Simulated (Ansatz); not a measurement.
For Cu (I4/mmm, No. 139, 1 atoms in the cell; start mp-1010136; another form than the element's usual one), PBEsol (Ansatz, a program for electronic structure, plane waves, PAW) gives:

- lattice parameter a: 2.889 Å
- c axis length: 2.724 Å

What does r²SCAN in Ansatz (plane waves, PAW) give for the same quantities?


- lattice constant a: 2.887 Å (stays essentially unchanged)
- lattice parameter c: 2.755 Å (grows by 1.1 %)

Changes are worked out from the printed values.

Unless a cell is named, each level is at its own relaxed cell (PBEsol 11.36, r²SCAN 11.48 Å³/atom).

Caveats: the relaxation could not lower the start's symmetry, so the cell can be a saddle point above a distorted one (PBEsol, r²SCAN). Ansatz's density-functional and Hartree–Fock values are scalar-relativistic unless marked +SOC, with PAW data made under PBE.

A start named mp-… is a Materials Project structure, which need not be a measured phase.
